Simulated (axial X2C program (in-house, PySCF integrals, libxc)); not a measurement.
SiH⁺: cheaper levels and CCSD(T), with spin–orbit coupling

All values were computed with an axial X2C code built on PySCF integrals. Two-component (2c) means X2C with spin–orbit coupling and atomic mean-field two-electron Coulomb and Gaunt terms. Basis: Si dyall-v3z [8s7p2d1f], H dyall-v3z [6s2p1d] (cores contracted in-house); Gaussian nuclei, density fitting, unrestricted open shells. Masses: Si 27.977 u, H 1.008 u.

State: Ω = 0 (closed shell); fragments Si+ + H.

| level | Re (Å) | ωe (cm⁻¹) | De (eV) |
| --- | --- | --- | --- |
| PBE0 | 1.523 | 2118.8 | 3.21 |
| HF | 1.500 | 2259.6 | 2.40 |
| MP2 | 1.505 | 2210.6 | 3.16 |
| CCSD | 1.511 | 2156.6 | 3.31 |
| LDA | 1.543 | 2017.2 | 3.64 |

Correlated methods: 4 electrons correlated (number of frozen shells: Si 2 s, 1 p; H none), 102 virtual spin orbitals or spinors in MP2, 64 natural virtuals in coupled cluster.

CCSD(T), same Hamiltonian and basis:

Re = 1.512 Å, ωe = 2145.5 cm⁻¹, De = 3.32 eV; T1 = 0.011 (Lee–Taylor normalisation).

(1) Give the differences from CCSD(T) in the columns below.

The state is a single determinant with fixed occupations, the lowest that a limited PBE0 search found. Closed shells are restricted here (equal orbitals for both partners); the stretched side of such a curve lies too high. Dissociation energies refer to the lowest single-determinant-based atoms at the same level and basis. CCSD and (T) use frozen natural virtuals with an MP2 correction for the truncation; (T) itself is uncorrected, so its De runs slightly low. The 2c atoms are single determinants rather than J levels; their spin–orbit lowering is only partly caught, and De is too large by that part. This holds for PBE0, LDA. Without a current term, density functionals place determinants with orbital angular momentum somewhat too high.

Answers

(1) 

```csv
level,ΔRe (Å),Δωe (cm⁻¹),ΔDe (eV)
PBE0,0.011,-27,-0.11
HF,-0.012,114,-0.92
MP2,-0.007,65,-0.16
CCSD,-0.001,11,-0.01
LDA,0.031,-128,0.32
```
